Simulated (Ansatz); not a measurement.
A made-up structure of CH₃Si (charge +1), singlet:

```xyz
5
angstrom
C 0.4541 -0.7720 0.5549
Si -0.2829 0.4799 -0.3452
H 0.9226 -1.5658 1.1249
H -1.5704 0.1147 -0.9640
H 0.8375 0.1443 0.9250
```

It is relaxed with PBE-D4/def2-SVP and then PBE0-D4/def2-TZVP (Ansatz 0.2.0). Atoms count as bonded within 1.22 times the sum of their covalent radii (H–H: 0.88 Å). The end point is not checked to be a true minimum.

Q: Does its bonding change? (A judgement: the text doesn't fix the answer.)

A: The calculation gives: Yes. Formed: none; broken: Si2–H5.

Where it ends: The first stage lowers the energy by 2.25 eV in 13 steps. It ends as CH₃Si ([CH2][SiH]), total charge +1:
```
5
angstrom
C 0.4635 -0.5275 0.7645
Si -0.2540 0.0660 -0.6738
H 0.9206 -1.5212 0.7753
H -1.6828 0.2144 -1.0478
H 0.9138 0.1694 1.4773
```

Labels in which every atom is bracketed show which atoms are joined, not bond orders.

For scale, one of the runs: PBE0-D4/def2-TZVP relaxation, 86 basis functions, launched by `ansatz run in.yaml --threads 2 --pin off --events-out ev --progress --plain --max-ram 4352MiB`. Hardware: 2 CPU threads of an Arm Neoverse V2, shared host. Wall time about 7.5 s.
